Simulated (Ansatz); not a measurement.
## How far each method lies from UCCSDT(Q) for H$_{2}$B–O, doublet

Geometry: displaced at random from a stationary point.

```tsv
atom	x (Å)	y (Å)	z (Å)
B	0.0008	0.0081	0.6778
O	-0.0001	-0.0080	-0.6145
H	0.0479	1.1016	1.2272
H	-0.0549	-1.0618	1.2570
```

Basis cc-pVDZ; Ansatz 0.2.0. Only valence electrons are correlated (noble-gas cores frozen), which leaves 11 electrons in 36 orbitals. R marks a restricted (for open shells ROHF) determinant, U an unrestricted one. Active spaces: valence = (11e, 10o) chosen from the atoms' valence shells.

Full CI isn't at hand for all of this; UCCSDT(Q) serves as the reference, and is uncertain by the last step of the cluster series or more. The frozen core follows each run's orbitals, which can shift R against U totals by a few meV.

- UHF ⟨S²⟩: 0.767
- T1 diagnostic (RCCSD): 0.0454
- largest doubles amplitude (RCCSD): 0.056
- T1 diagnostic (UCCSD): 0.0387

Question: From what is known of these methods and the diagnostics, rank them by the size of their error in total energy against UCCSDT(Q) in cc-pVDZ, smallest first (an estimate: the text doesn't fix the numbers).
A. RHF
B. UCCSDT
C. RMP2
D. RCCSDT(Q)
E. NEVPT2 (valence space)

Answer: D (0.07 mEh), B (0.63 mEh), E (35.72 mEh), C (42.10 mEh), A (278.52 mEh).

All errors are against UCCSDT(Q) in cc-pVDZ. Within each family the higher level lies nearer, as is usual though not guaranteed.

Natural occupations of CASSCF (valence space) about the gap: 1.984 1.976 1.971 1.962 1.006 0.039 0.023 0.021 0.019; effectively unpaired electrons, Σ n²(2−n)², 1.02.
